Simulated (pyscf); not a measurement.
# Multi-bond step: H₂B–CH₃ + hydrogen (H₂) -> methane (CH₄) + borane (BH₃)

Gas phase, singlet surface, charge 0. Bonds broken: C1–B2, C1–H6, H3–H9. Bonds formed: C1–H3, C1–H9, B2–H6. Single points on ωB97X-D3(BJ)/def2-SVP structures (PySCF, gas phase).

Transition state (Å):

```xyz
9

C     -1.1978    -0.4406    -0.2701
B     -0.1760     0.7718    -0.3912
H     -1.2856    -1.6904    -1.2653
H     -2.2547    -0.2599    -0.5099
H     -1.0449    -1.1752     0.5325
H     -0.7375     1.2102     0.6457
H      0.9844     0.4731    -0.1578
H     -0.3872     1.5111    -1.3394
H     -0.7144    -1.1315    -1.4372
```

One imaginary mode, 1047i cm⁻¹; descent along it reached the two sides named.

```
bond   change  reactant side (Å)  saddle  product side
-----  ------  -----------------  ------  ------------
C1–B2  breaks              1.567   1.590           3.0
C1–H6  breaks              1.111   1.943           3.1
H3–H9  breaks              0.760   0.817         1.779
C1–H3   forms                3.1   1.600         1.099
C1–H9   forms                3.5   1.440         1.103
B2–H6   forms              2.133   1.258         1.207
```

Electronic energies relative to the separated reactants (kJ/mol):

| level | barrier | reaction energy | reverse barrier |
|---|---|---|---|
| ωB97X-D3(BJ)/def2-TZVP | 244.1 | -14.7 | 258.8 |
| PBE/def2-TZVP | 202.2 | -8.5 | 210.7 |
| r²SCAN/def2-TZVP | 217.9 | -9.4 | 227.3 |
| B3LYP-D3(BJ)/def2-TZVP | 232.9 | -15.5 | 248.4 |
| PBE0-D3(BJ)/def2-TZVP | 218.8 | -11.3 | 230.1 |
| M06-2X/def2-TZVP | 243.8 | -12.6 | 256.5 |
| ωB97M-D3(BJ)/def2-TZVP | 236.9 | -14.4 | 251.3 |
| HF/def2-TZVP | 300.0 | -36.9 | 336.9 |

With ωB97M-D3(BJ)/def2-TZVP energies and thermal terms (ideal gas, 1 atm, RRHO with modes under 100 cm⁻¹ raised to 100, one conformer, R ln 2 for chiral ones without a mode under 150 cm⁻¹), in kJ/mol:

```tsv
T (K)	ΔH‡	ΔG‡	ΔH	ΔG
298	238.2	275.9	-2.1	-1.2
600	235.1	315.7	-7.0	+1.7
900	234.9	356.2	-11.4	+7.0
1200	236.0	396.5	-14.8	+13.7
```

This saddle turned up in a search for another step; its sides and bond changes are read from the two ends of the descent. The same reactants have a lower exit, to H₂B–CH₃ + H₂ (barrier +26.2 kJ/mol at ωB97M-D3(BJ)/def2-TZVP, against +236.9 kJ/mol here). Another saddle between the same species, by other bonds, lies lower (59.1 kJ/mol against 236.9 kJ/mol at ωB97M-D3(BJ)/def2-TZVP).
